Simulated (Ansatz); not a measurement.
# AlNH3 radical: single points off equilibrium

The task here is to estimate one member of a computed series from the others.

Method: single points in def2-TZVPP; program: Ansatz 0.2.0, Gaussian basis.

Correlated methods freeze the cores. Orbitals are unrestricted.

## The starting structure

SMILES `[NH][AlH2]`, 5 atoms, charge 0, spin multiplicity 2.

Atoms are counted from 1 here; the program's logs count them from 0.

Bond lengths: N1–Al2 1.678 Å, N1–H3 1.095 Å, Al2–H4 1.629 Å, Al2–H5 1.540 Å. Angles: Al2–N1–H3 173.9°, N1–Al2–H4 125.6°, N1–Al2–H5 129.3°, H4–Al2–H5 105.0°.

Geometry (Å):

```xyz
5
AlH3N
N     0.52500   -0.71950    0.78740
Al   -0.19800    0.35360   -0.28050
H     0.91850   -1.49810    1.44900
H    -1.47510    0.02510   -1.23750
H     0.12060    1.83840   -0.53510
```

The first run:

Contents of run/in.yaml:

```yaml
crystal:
  periodic: [false, false, false]
  atoms:
    - {symbol: N, position_ang: [0.525000, -0.719500, 0.787400]}
    - {symbol: Al, position_ang: [-0.198000, 0.353600, -0.280500]}
    - {symbol: H, position_ang: [0.918500, -1.498100, 1.449000]}
    - {symbol: H, position_ang: [-1.475100, 0.025100, -1.237500]}
    - {symbol: H, position_ang: [0.120600, 1.838400, -0.535100]}
basis:
  gaussian: {orbitals: def2-TZVPP}
magnetization: {spin_polarized: true, initial_magnetization: 1}
correlation: {method: ccsd_t}
scf: {omitted_lower_state_checks: [cluster_reference]}
output: {forces: true}
```

The command line of these runs was not kept.

Among the steps run: CCSD(T)/def2-TZVPP; PBE0-D4/def2-TZVPP; wB97M-V/def2-TZVPP; r2SCAN-D4/def2-TZVPP; PBE-D4/def2-TZVPP; BLYP-D4/def2-TZVPP; HSE06-D4/def2-TZVPP.

One of the session's tables, all rows but one given; the rest of the session is left out.

| method | RMS force component (eV/Å) | angle to CCSD(T) forces (°) | dipole (D) |
| --- | --- | --- | --- |
| CCSD(T) | 1.861 | reference | 1.93 |
| PBE0-D4 | 1.750 | 3.5 | 1.71 |
| wB97M-V | 1.824 | 1.8 | 1.86 |
| r2SCAN-D4 | 1.710 | 3.6 | 1.63 |
| PBE-D4 | 1.560 | 5.3 | 1.25 |
| BLYP-D4 | ? | ? | ? |
| HSE06-D4 | 1.747 | 3.6 | 1.70 |

Estimate the missing values for BLYP-D4.

As computed: RMS force component (eV/Å): 1.578; angle to CCSD(T) forces (°): 3.1; dipole (D): 1.26. In the column «RMS force component (eV/Å)» it lies between PBE-D4 (1.560) and r2SCAN-D4 (1.710).
